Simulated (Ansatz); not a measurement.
**Worked example: HON, quintet against HON, triplet**

Geometry (PBE0/def2-TZVP stationary point of a triplet), kept for both states (HON, triplet: A''; HON, quintet: A'):

```yaml
atoms:
  - { symbol: N, position_ang: [0.0000, -0.0590, 0.7269] }
  - { symbol: O, position_ang: [0.0000, 0.1003, -0.5734] }
  - { symbol: H, position_ang: [0.0000, -0.7728, -0.9996] }
```

Basis cc-pVDZ; Ansatz 0.2.0. Only valence electrons are correlated (noble-gas cores frozen). R marks a restricted (for open shells ROHF) determinant, U an unrestricted one.

Full CI isn't at hand for all of this; UCCSDTQ serves as the reference, and is uncertain by about the last step of the cluster series.

```csv
level,"E(HON, triplet) (hartree)","E(HON, quintet) (hartree)"
UHF,-129.813852,-129.496544
UMP2,-130.105385,-129.734971
UCCSD(T),-130.133557,-129.770381
B3LYP,-130.448028,-130.080591
UCCSDTQ,-130.134882,-129.771499
```

Give the vertical gap, HON quintet less HON triplet, at each level in eV (1 hartree = 27.2114 eV), and each error against UCCSDTQ.

UCCSDTQ: (-129.771499 − (-130.134882)) × 27.2114 = 9.888 eV (the reference)
B3LYP: (-130.080591 − (-130.448028)) × 27.2114 = 9.998 eV, error 0.110 eV
UCCSD(T): (-129.770381 − (-130.133557)) × 27.2114 = 9.883 eV, error -0.005 eV
UMP2: (-129.734971 − (-130.105385)) × 27.2114 = 10.079 eV, error 0.191 eV
UHF: (-129.496544 − (-129.813852)) × 27.2114 = 8.634 eV, error -1.254 eV

Total energies of functionals can't be set beside those of wave-function methods, since they hold the core's correlation and their own absolute errors; only the differences compare.

In so small a basis the reference is far from its limit while semilocal and hybrid functionals are nearer theirs, so the functionals' errors here hold much of the reference's basis and frozen-core error, which can add to them or hide them.

Each level lands on the state that its own search finds. T1 diagnostics of restricted CCSD: 0.027 and 0.022.
